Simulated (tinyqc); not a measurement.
Worked calculation (part 1 of 2): CIS on RHF in the sto-3g basis, frozen core, for H2F+, spin multiplicity 1. Computed by tinyqc, a small Python program that keeps every step (integrals from PySCF). Settings: charge = 1, multiplicity = 1, basis = sto-3g, method = RHF, frozen orbitals = 1, energy threshold = 1e-10, iteration cap = 59, orthogonalisation = symmetric, start = core, DIIS depth = 6. Command: `OMP_NUM_THREADS=1 python tinyqc.py 20160 20161 out.jsonl` (the two numbers bound the seeds that draw the settings). One thread of a shared host (Intel(R) Xeon(R) Processor @ 2.60GHz), about 0.08 s of CPU time with the checks. Later iterations appear only in the table of the cycle.

## One-electron integrals

Geometry (angstrom):
```
atom         x          y         z
F     0.000000   0.000000  0.000000
H     0.000000   0.703000  0.581000
H     0.000000  -0.756000  0.624000
```

Basis sto-3g: exponents (1/bohr^2) and contraction coefficients of normalised primitives:
```
element  l (shell)    exponent  coefficient
F            s (1)  166.679130     0.154329
F            s (1)   30.360812     0.535328
F            s (1)    8.216821     0.444635
F            s (2)    6.464803    -0.099967
F            s (2)    1.502281     0.399513
F            s (2)    0.488588     0.700115
F            p (3)    6.464803     0.155916
F            p (3)    1.502281     0.607684
F            p (3)    0.488588     0.391957
H            s (1)    3.425251     0.154329
H            s (1)    0.623914     0.535328
H            s (1)    0.168855     0.444635
```

Overlap, kinetic and nuclear-attraction integrals over the contracted functions; the nuclear repulsion is the sum of Za Zb / Rab.

nuclear repulsion = 10.44309888 hartree

overlap S, lower triangle:
```
           1F 1s     1F 2s    1F 2px     1F 2py    1F 2pz     2H 1s     3H 1s
1F 1s   1.000000
1F 2s   0.237990  1.000000
1F 2px  0.000000  0.000000  1.000000
1F 2py  0.000000  0.000000  0.000000   1.000000
1F 2pz  0.000000  0.000000  0.000000   0.000000  1.000000
2H 1s   0.050067  0.452226  0.000000   0.270522  0.223575  1.000000
3H 1s   0.042543  0.407552  0.000000  -0.252066  0.208055  0.271972  1.000000
```

kinetic energy T (hartree), lower triangle:
```
            1F 1s     1F 2s    1F 2px     1F 2py    1F 2pz     2H 1s     3H 1s
1F 1s   36.984577
1F 2s   -0.212858  1.037995
1F 2px   0.000000  0.000000  3.248015
1F 2py   0.000000  0.000000  0.000000   3.248015
1F 2pz   0.000000  0.000000  0.000000   0.000000  3.248015
2H 1s    0.000617  0.131350  0.000000   0.214721  0.177458  0.760032
3H 1s   -0.003771  0.097247  0.000000  -0.175044  0.144481  0.013319  0.760032
```

nuclear attraction V (hartree), lower triangle:
```
             1F 1s       1F 2s      1F 2px      1F 2py      1F 2pz      2H 1s      3H 1s
1F 1s   -78.129642
1F 2s    -9.443372  -12.653964
1F 2px    0.000000    0.000000  -12.487977
1F 2py   -0.001572   -0.016747    0.000000  -12.617595
1F 2pz   -0.018085   -0.217583    0.000000   -0.009454  -12.576407
2H 1s    -2.047364   -4.477370    0.000000   -2.340894   -2.008473  -6.582794
3H 1s    -1.735844   -3.954165    0.000000    2.117551   -1.819831  -1.924570  -6.284557
```

core Hamiltonian H = T + V (hartree), lower triangle:
```
             1F 1s       1F 2s     1F 2px     1F 2py     1F 2pz      2H 1s      3H 1s
1F 1s   -41.145065
1F 2s    -9.656230  -11.615969
1F 2px    0.000000    0.000000  -9.239962
1F 2py   -0.001572   -0.016747   0.000000  -9.369581
1F 2pz   -0.018085   -0.217583   0.000000  -0.009454  -9.328392
2H 1s    -2.046747   -4.346020   0.000000  -2.126174  -1.831016  -5.822762
3H 1s    -1.739616   -3.856917   0.000000   1.942507  -1.675350  -1.911251  -5.524526
```

## Two-electron integrals

Functions are numbered as in S; the eight-fold symmetry (ij|kl) = (ji|kl) = (kl|ij) leaves the list below.

Two-electron integrals (ij|kl) in chemists' order, unique and non-zero (hartree):
```
(11|11) 5.403501    (21|11) 0.841920    (21|21) 0.156299    (22|11) 1.268028
(22|21) 0.292344    (22|22) 0.926167    (31|31) 0.027998    (32|31) 0.043169
(32|32) 0.204588    (33|11) 1.264502    (33|21) 0.292403    (33|22) 0.925959
(33|33) 0.997514    (41|41) 0.027998    (42|41) 0.043169    (42|42) 0.204588
(43|43) 0.053770    (44|11) 1.264502    (44|21) 0.292403    (44|22) 0.925959
(44|33) 0.889973    (44|44) 0.997514    (51|51) 0.027998    (52|51) 0.043169
(52|52) 0.204588    (53|53) 0.053770    (54|54) 0.053770    (55|11) 1.264502
(55|21) 0.292403    (55|22) 0.925959    (55|33) 0.889973    (55|44) 0.889973
(55|55) 0.997514    (61|11) 0.180165    (61|21) 0.033137    (61|22) 0.061497
(61|33) 0.061406    (61|41) 0.001039    (61|42) 0.001938    (61|44) 0.061572
(61|51) 0.000858    (61|52) 0.001601    (61|54) 0.000137    (61|55) 0.061520
(61|61) 0.007097    (62|11) 0.427554    (62|21) 0.099773    (62|22) 0.349373
(62|33) 0.344471    (62|41) 0.005195    (62|42) 0.039494    (62|44) 0.353013
(62|51) 0.004293    (62|52) 0.032640    (62|54) 0.007060    (62|55) 0.350306
(62|61) 0.021416    (62|62) 0.158195    (63|31) 0.010787    (63|32) 0.062615
(63|43) 0.008439    (63|53) 0.006975    (63|63) 0.024225    (64|11) 0.214460
(64|21) 0.050721    (64|22) 0.190238    (64|33) 0.181932    (64|41) 0.013115
(64|42) 0.083239    (64|44) 0.203461    (64|51) 0.001925    (64|52) 0.017045
(64|54) 0.010818    (64|55) 0.185108    (64|61) 0.011375    (64|62) 0.105553
(64|64) 0.094177    (65|11) 0.177242    (65|21) 0.041919    (65|22) 0.157223
(65|33) 0.150359    (65|41) 0.001925    (65|42) 0.017045    (65|44) 0.154202
(65|51) 0.012377    (65|52) 0.076702    (65|54) 0.011616    (65|55) 0.166933
(65|61) 0.009401    (65|62) 0.087235    (65|64) 0.057813    (65|65) 0.072004
(66|11) 0.554312    (66|21) 0.131481    (66|22) 0.528537    (66|33) 0.509919
(66|41) 0.009201    (66|42) 0.096444    (66|44) 0.542734    (66|51) 0.007604
(66|52) 0.079707    (66|54) 0.027121    (66|55) 0.532333    (66|61) 0.028444
(66|62) 0.296960    (66|64) 0.230141    (66|65) 0.190202    (66|66) 0.774606
(71|11) 0.152832    (71|21) 0.028125    (71|22) 0.052244    (71|33) 0.052165
(71|41) -0.000890   (71|42) -0.001666   (71|44) 0.052311    (71|51) 0.000735
(71|52) 0.001375    (71|54) -0.000120   (71|55) 0.052264    (71|61) 0.005954
(71|62) 0.017761    (71|64) 0.008605    (71|65) 0.007804    (71|66) 0.023369
(71|71) 0.005113    (72|11) 0.377342    (72|21) 0.088123    (72|22) 0.310354
(72|33) 0.305880    (72|41) -0.004624   (72|42) -0.035708   (72|44) 0.313685
(72|51) 0.003817    (72|52) 0.029473    (72|54) -0.006442   (72|55) 0.311197
(72|61) 0.018464    (72|62) 0.119564    (72|64) 0.053906    (72|65) 0.064461
(72|66) 0.190120    (72|71) 0.016077    (72|72) 0.126759    (73|31) 0.009342
(73|32) 0.054910    (73|43) -0.007564   (73|53) 0.006244    (73|63) 0.017673
(73|73) 0.019026    (74|11) -0.194802   (74|21) -0.046088   (74|22) -0.173779
(74|33) -0.166287   (74|41) 0.011460    (74|42) 0.073939    (74|44) -0.185669
(74|51) -0.001749   (74|52) -0.015707   (74|54) 0.009754    (74|55) -0.169184
(74|61) -0.009229   (74|62) -0.056140   (74|64) -0.007882   (74|65) -0.029533
(74|66) -0.077942   (74|71) -0.008771   (74|72) -0.087002   (74|74) 0.078292
(75|11) 0.160789    (75|21) 0.038041    (75|22) 0.143437    (75|33) 0.137253
(75|41) -0.001749   (75|42) -0.015707   (75|44) 0.140763    (75|51) 0.010785
(75|52) 0.067874    (75|54) -0.010462   (75|55) 0.152132    (75|61) 0.008316
(75|62) 0.065649    (75|64) 0.028953    (75|65) 0.052639    (75|66) 0.116265
(75|71) 0.007240    (75|72) 0.071811    (75|74) -0.048918   (75|75) 0.059403
(76|11) 0.173447    (76|21) 0.040929    (76|22) 0.157949    (76|33) 0.154678
(76|41) -0.000055   (76|42) -0.000629   (76|44) 0.157225    (76|51) 0.002749
(76|52) 0.025835    (76|54) -0.000165   (76|55) 0.161774    (76|61) 0.008718
(76|62) 0.072967    (76|64) 0.041741    (76|65) 0.045981    (76|66) 0.147523
(76|71) 0.007413    (76|72) 0.066127    (76|74) -0.039615   (76|75) 0.042621
(76|76) 0.042365    (77|11) 0.521382    (77|21) 0.123766    (77|22) 0.501987
(77|33) 0.484558    (77|41) -0.008378   (77|42) -0.090461   (77|44) 0.515309
(77|51) 0.006915    (77|52) 0.074666    (77|54) -0.025382   (77|55) 0.505508
(77|61) 0.025896    (77|62) 0.203451    (77|64) 0.080083    (77|65) 0.121958
(77|66) 0.354333    (77|71) 0.022738    (77|72) 0.259529    (77|74) -0.206914
(77|75) 0.170786    (77|76) 0.147523    (77|77) 0.774606
```

## Orthogonalisation

S = U s U^T; symmetric (Loewdin) form X = U s^(-1/2) U^T, so that X^T S X = 1.

eigenvalues of S: 0.404985  0.479342  0.891726  1.000000  1.095631  1.257154  1.871162

X, lower triangle:
```
            1F 1s      1F 2s    1F 2px     1F 2py     1F 2pz      2H 1s     3H 1s
1F 1s    1.024026
1F 2s   -0.139481   1.188005
1F 2px   0.000000   0.000000  1.000000
1F 2py  -0.000944   0.013340  0.000000   1.077498
1F 2pz  -0.007854   0.081343  0.000000   0.005565   1.039913
2H 1s    0.020073  -0.265603  0.000000  -0.197654  -0.128488   1.179629
3H 1s    0.017937  -0.219534  0.000000   0.179351  -0.110618  -0.112587  1.143929
```

## Starting guess

The start is the orbitals of the core Hamiltonian; D = 2 C_occ C_occ^T.

D at the start, lower triangle:
```
            1F 1s      1F 2s    1F 2px     1F 2py     1F 2pz     2H 1s     3H 1s
1F 1s    2.132662
1F 2s   -0.584469   2.570490
1F 2px   0.000000   0.000000  2.000000
1F 2py  -0.005852   0.041219  0.000000   2.271683
1F 2pz  -0.042012   0.251812  0.000000   0.018899   2.136336
2H 1s    0.076368  -0.334962  0.000000  -0.340938  -0.212553  0.108163
3H 1s    0.064520  -0.279337  0.000000   0.305914  -0.184686  0.003937  0.084806
```

## Iteration 1: building the Fock matrix

J_ij = sum D_kl (ij|kl), K_ij = sum D_kl (ik|jl); F = H + J - 0.5 K; E = tr D H + tr D J / 2 - 0.25 tr D K + E_nn.

Coulomb J (hartree), lower triangle:
```
            1F 1s      1F 2s     1F 2px     1F 2py     1F 2pz     2H 1s     3H 1s
1F 1s   21.157479
1F 2s    4.061021  10.030628
1F 2px   0.000000   0.000000  10.024678
1F 2py   0.000559  -0.000278   0.000000  10.020564
1F 2pz   0.004409  -0.002255   0.000000  -0.000796  10.020267
2H 1s    0.860631   3.667125   0.000000   1.953862   1.611916  5.314221
3H 1s    0.730649   3.253215   0.000000  -1.784209   1.469539  1.610188  5.040632
```

exchange K (hartree), lower triangle:
```
            1F 1s     1F 2s    1F 2px     1F 2py    1F 2pz     2H 1s     3H 1s
1F 1s   11.129551
1F 2s    1.956517  3.257739
1F 2px   0.000000  0.000000  2.686134
1F 2py   0.000236  0.000042  0.000000   2.686225
1F 2pz   0.001704  0.005193  0.000000  -0.001491  2.681592
2H 1s    0.435227  1.050435  0.000000   0.416633  0.343718  0.491925
3H 1s    0.370644  0.925871  0.000000  -0.379643  0.310605  0.291786  0.392821
```

Fock matrix F (hartree), lower triangle:
```
             1F 1s      1F 2s     1F 2px     1F 2py     1F 2pz      2H 1s      3H 1s
1F 1s   -25.552361
1F 2s    -6.573467  -3.214210
1F 2px    0.000000   0.000000  -0.558351
1F 2py   -0.001131  -0.017045   0.000000  -0.692129
1F 2pz   -0.014528  -0.222435   0.000000  -0.009505  -0.648922
2H 1s    -1.403729  -1.204114   0.000000  -0.380627  -0.390959  -0.754504
3H 1s    -1.194288  -1.066637   0.000000   0.348120  -0.361114  -0.446956  -0.680305
```

total energy of this density = -97.69122240 hartree

## Iteration 1: diagonalisation and new density

Diagonalise F' = X^T F X, C = X C', fill 5 alpha and 5 beta electrons from the bottom; D = 2 C_occ C_occ^T. Each column has its largest component positive (the first on a tie).

F' = X^T F X (hartree), lower triangle:
```
            1          2          3          4          5          6          7
1  -25.070076
2   -3.402041  -1.871223
3    0.000000   0.000000  -0.558351
4   -0.001042   0.003845   0.000000  -0.526378
5   -0.022008  -0.081558   0.000000   0.001290  -0.560099
6   -0.226774  -0.477382   0.000000  -0.335815  -0.253716  -0.231176
7   -0.171007  -0.402827   0.000000   0.307034  -0.222624  -0.113457  -0.262528
```

orbital energies (hartree): MO1 -25.564171, MO2 -1.682316, MO3 -0.824480, MO4 -0.652361, MO5 -0.558351, MO6 0.023428, MO7 0.178422

coefficients C:
```
              MO1        MO2        MO3        MO4       MO5        MO6        MO7
1F 1s    0.993969  -0.246825   0.008087   0.094327  0.000000   0.099115   0.034455
1F 2s    0.026312   0.920890  -0.041517  -0.453916  0.000000  -0.661090  -0.250621
1F 2px   0.000000   0.000000   0.000000   0.000000  1.000000   0.000000   0.000000
1F 2py   0.000370   0.016531   0.753902  -0.018073  0.000000   0.219074  -0.784528
1F 2pz   0.002925   0.197009   0.017312   0.832437  0.000000  -0.591453  -0.187044
2H 1s   -0.005522   0.089947   0.334968   0.208164  0.000000   0.497940   1.057887
3H 1s   -0.004675   0.076087  -0.338765   0.228979  0.000000   0.939671  -0.598485
```

D after iteration 1, lower triangle:
```
            1F 1s      1F 2s    1F 2px     1F 2py    1F 2pz      2H 1s     3H 1s
1F 1s    2.115719
1F 2s   -0.488596   2.112989
1F 2px   0.000000   0.000000  2.000000
1F 2py   0.001359  -0.015725  0.000000   1.137938
1F 2pz   0.065883  -0.394150  0.000000   0.002529  1.464145
2H 1s   -0.010692  -0.051419  0.000000   0.500511  0.393573   0.327313
3H 1s   -0.009135  -0.039856  0.000000  -0.516556  0.399445  -0.117881  0.346008
```

## Iteration 8 (converged): orbitals

converged F (hartree), lower triangle:
```
             1F 1s      1F 2s     1F 2px     1F 2py     1F 2pz      2H 1s      3H 1s
1F 1s   -26.654261
1F 2s    -6.796997  -3.681619
1F 2px    0.000000   0.000000  -1.073672
1F 2py   -0.001713  -0.016206   0.000000  -1.036322
1F 2pz   -0.026394  -0.153455   0.000000  -0.012313  -1.064428
2H 1s    -1.450412  -1.421166   0.000000  -0.548697  -0.521426  -1.011211
3H 1s    -1.234034  -1.264763   0.000000   0.513192  -0.489049  -0.528297  -0.907493
```

As before.

F' = X^T F X (hartree), lower triangle:
```
            1          2          3          4          5          6          7
1  -26.171811
2   -3.445194  -2.261133
3    0.000000   0.000000  -1.073672
4   -0.001948   0.009354   0.000000  -0.802034
5   -0.046808   0.043553   0.000000   0.000670  -0.937544
6   -0.225005  -0.575168   0.000000  -0.467511  -0.344872  -0.372587
7   -0.168390  -0.494929   0.000000   0.439543  -0.313972  -0.120479  -0.384973
```

orbital energies (hartree): MO1 -26.664047, MO2 -2.111161, MO3 -1.226799, MO4 -1.124596, MO5 -1.073672, MO6 0.019585, MO7 0.176936

coefficients C:
```
              MO1        MO2        MO3        MO4       MO5        MO6        MO7
1F 1s    0.994617  -0.247358   0.012421   0.077303  0.000000   0.106125   0.032081
1F 2s    0.023577   0.929311  -0.065358  -0.387415  0.000000  -0.695786  -0.231708
1F 2px   0.000000   0.000000   0.000000   0.000000  1.000000   0.000000   0.000000
1F 2py   0.000363   0.014637   0.748487  -0.064963  0.000000   0.187187  -0.795450
1F 2pz   0.003041   0.138407   0.066409   0.850235  0.000000  -0.585698  -0.165402
2H 1s   -0.004949   0.094290   0.352950   0.181368  0.000000   0.537365   1.037102
3H 1s   -0.004159   0.079412  -0.324886   0.236793  0.000000   0.920705  -0.631289
```

D after iteration 8, lower triangle:
```
            1F 1s      1F 2s    1F 2px     1F 2py    1F 2pz      2H 1s     3H 1s
1F 1s    2.113158
1F 2s   -0.474367   2.037076
1F 2px   0.000000   0.000000  2.000000
1F 2py   0.002031  -0.020282  0.000000   1.129334
1F 2pz   0.070677  -0.410080  0.000000  -0.007001  1.492949
2H 1s   -0.019684  -0.011650  0.000000   0.507549  0.381359   0.332766
3H 1s   -0.019021   0.006395  0.000000  -0.514790  0.381466  -0.128427  0.335892
```

## Convergence

Stop when the energy changes by less than 1e-10 hartree and every element of the error matrix X^T (F D S - S D F) X is below 3e-06.

Course of the cycle:
```
iteration   E (hartree)     change  largest element of the error matrix
1          -97.69122240          -                             6.43e-01
2          -98.85291027  -1.16e+00                             5.20e-02
3          -98.85478672  -1.88e-03                             9.07e-03
4          -98.85491334  -1.27e-04                             1.67e-03
5          -98.85492051  -7.16e-06                             4.90e-04
6          -98.85492096  -4.53e-07                             3.91e-05
7          -98.85492096  -1.10e-09                             6.06e-06
8          -98.85492096  -3.47e-11                             7.67e-08
```

PySCF RHF in the same basis = -98.85492096 hartree

Converged in 8 iterations.

## Populations, bond orders and dipole

Mulliken: Z minus the diagonal of D S on the atom; Loewdin: the same with S^(1/2) D S^(1/2); Mayer order: 2 sum_s sum (D(s) S)_ij (D(s) S)_ji over the two atoms.

Charges (e):
```
atom  Mulliken   Loewdin
1F    0.026036  0.199249
2H    0.485851  0.390419
3H    0.488113  0.410332
```

Mayer bond orders:
```
pair     order
2-1   0.755741
3-1   0.753539
3-2   0.008207
```

dipole moment about the origin, x y z (debye): 0.000000  -0.149242  3.216713

## Integrals over molecular orbitals

(pq|rs) = sum C_ip C_jq C_kr C_ls (ij|kl), one index at a time.

one-electron integrals over orbitals h = C^T H C (hartree), lower triangle:
```
            1          2          3          4          5          6          7
1  -41.126742
2    0.683169  -9.714088
3   -0.033656   0.037529  -8.247050
4   -0.203960   0.339310  -0.079774  -8.769903
5    0.000000   0.000000   0.000000   0.000000  -9.239962
6   -0.281320   1.385645  -0.459927   1.373007   0.000000  -5.794290
7   -0.085105   0.429212   2.021114   0.147403   0.000000   0.019563  -6.061198
```

Two-electron integrals over orbitals (pq|rs), unique and non-zero (hartree); the lowest 1 orbital is frozen and left out:
```
(22|22) 0.864444    (32|22) 0.007082    (32|32) 0.161508    (33|22) 0.772341
(33|32) -0.006572   (33|33) 0.758143    (42|22) 0.013585    (42|32) -0.000048
(42|33) -0.007028   (42|42) 0.152605    (43|22) 0.005171    (43|32) 0.000996
(43|33) 0.007752    (43|42) -0.009661   (43|43) 0.050264    (44|22) 0.805010
(44|32) -0.009379   (44|33) 0.723827    (44|42) -0.094726   (44|43) 0.010698
(44|44) 0.896853    (52|52) 0.178726    (53|52) -0.006482   (53|53) 0.039800
(54|52) -0.040148   (54|53) 0.002597    (54|54) 0.057237    (55|22) 0.877419
(55|32) -0.006624   (55|33) 0.760726    (55|42) -0.053550   (55|43) 0.009889
(55|44) 0.834935    (55|55) 0.997514    (62|22) -0.149317   (62|32) 0.014004
(62|33) -0.098024   (62|42) -0.038569   (62|43) -0.005964   (62|44) -0.097155
(62|55) -0.152006   (62|62) 0.082466    (63|22) 0.043570    (63|32) 0.015706
(63|33) 0.039297    (63|42) -0.014046   (63|43) 0.015335    (63|44) 0.037626
(63|55) 0.049384    (63|62) -0.020778   (63|63) 0.061779    (64|22) -0.134378
(64|32) -0.013576   (64|33) -0.085972   (64|42) 0.021036    (64|43) -0.005096
(64|44) -0.148015   (64|55) -0.143332   (64|62) 0.057959    (64|63) -0.030955
(64|64) 0.078210    (65|52) -0.052266   (65|53) 0.007040    (65|54) -0.005878
(65|65) 0.027773    (66|22) 0.600941    (66|32) -0.038957   (66|33) 0.573579
(66|42) 0.070385    (66|43) -0.023079   (66|44) 0.557906    (66|55) 0.571189
(66|62) -0.062014   (66|63) -0.026495   (66|64) -0.020454   (66|66) 0.595184
(72|22) -0.046665   (72|32) -0.054258   (72|33) -0.022430   (72|42) -0.001953
(72|43) 0.027388    (72|44) -0.036365   (72|55) -0.046870   (72|62) 0.010820
(72|63) 0.023961    (72|64) 0.017622    (72|66) -0.023713   (72|72) 0.057061
(73|22) -0.181300   (73|32) 0.017434    (73|33) -0.154550   (73|42) 0.063593
(73|43) -0.002825   (73|44) -0.187889   (73|55) -0.213520   (73|62) 0.066546
(73|63) -0.018004   (73|64) 0.078412    (73|66) -0.032226   (73|72) 0.027778
(73|73) 0.154206    (74|22) -0.012487   (74|32) 0.061743    (74|33) -0.010716
(74|42) -0.006485   (74|43) -0.010664   (74|44) -0.016433   (74|55) -0.014725
(74|62) 0.012648    (74|63) 0.032485    (74|64) -0.004586   (74|66) -0.033518
(74|72) -0.007593   (74|73) 0.019710    (74|74) 0.050914    (75|52) -0.015742
(75|53) -0.023760   (75|54) 0.001214    (75|65) 0.002993    (75|75) 0.020062
(76|22) 0.006255    (76|32) 0.083437    (76|33) -0.005093   (76|42) 0.008325
(76|43) 0.037566    (76|44) -0.011030   (76|55) -0.001025   (76|62) -0.007144
(76|63) 0.056932    (76|64) -0.021714   (76|66) -0.059848   (76|72) 0.010120
(76|73) 0.023908    (76|74) 0.049744    (76|76) 0.117261    (77|22) 0.629576
(77|32) 0.048985    (77|33) 0.628304    (77|42) 0.013825    (77|43) 0.018171
(77|44) 0.595860    (77|55) 0.608968    (77|62) -0.049003   (77|63) 0.044894
(77|64) -0.039713   (77|66) 0.523550    (77|72) -0.010083   (77|73) -0.048301
(77|74) 0.026294    (77|76) 0.054977    (77|77) 0.623011
```
